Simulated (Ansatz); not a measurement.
The cluster S3⁺ was relaxed with PBE-D4 (def2-TZVP) in Ansatz in these states: charge +1 doublet, charge +1 quartet. The geometries follow in no particular order.

A:

```xyz
3

S     0.928   -0.557    0.581
S    -0.311   -0.417   -1.005
S    -0.617    0.974    0.424
```

B:

Cartesian coordinates in Å:
```
S -0.4481 -0.4297 -1.2983
S -0.0912 -0.7505 0.6759
S 0.5393 1.1802 0.6224
```

Task: Judge from the bond lengths which geometry belongs to which state (an estimate).

Result: A is the charge +1 doublet (S1–S3 2.181 Å, S1–S2 2.018 Å, S2–S3 2.018 Å); B is the charge +1 quartet (S1–S3 2.694 Å, S1–S2 2.032 Å, S2–S3 2.032 Å).

At PBE0-D4/def2-TZVP a doublet lies 0.84 eV below the charge +1 quartet. These are the stationary points nearest to one start from a short search; other shapes may lie lower in each state.
